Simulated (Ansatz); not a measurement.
**C axis length of hcp Lu: levels of theory against measurement**

Reference value: 5.549 Å (measured, 293 K, not corrected to a static lattice, sources range from 5.549 to 5.563; as tabulated in Wikipedia's data pages).

Task: Put these levels in order of the c axis length that they give for hcp Lu, smallest first: LDA (Ansatz, a quantum-chemistry and plane-wave program), PBEsol (Ansatz), r²SCAN-D4 (Ansatz).

Result: LDA (5.246 Å), PBEsol (5.351 Å), r²SCAN-D4 (5.459 Å)

Differences against the reference: LDA -5.46 %, PBEsol -3.57 %, r²SCAN-D4 -1.62 %.

The reference has no zero-point or thermal correction, while the calculations are for a static lattice, so the differences are not the levels' errors alone. A static lattice is as a rule a little smaller than the measured one.  Density-functional levels without +SOC have no spin–orbit coupling. Cutoffs and k meshes differ between the levels. Ansatz's density-functional and Hartree–Fock values are scalar-relativistic unless marked +SOC, with PAW data made under PBE.

Differences are worked out from the printed values.
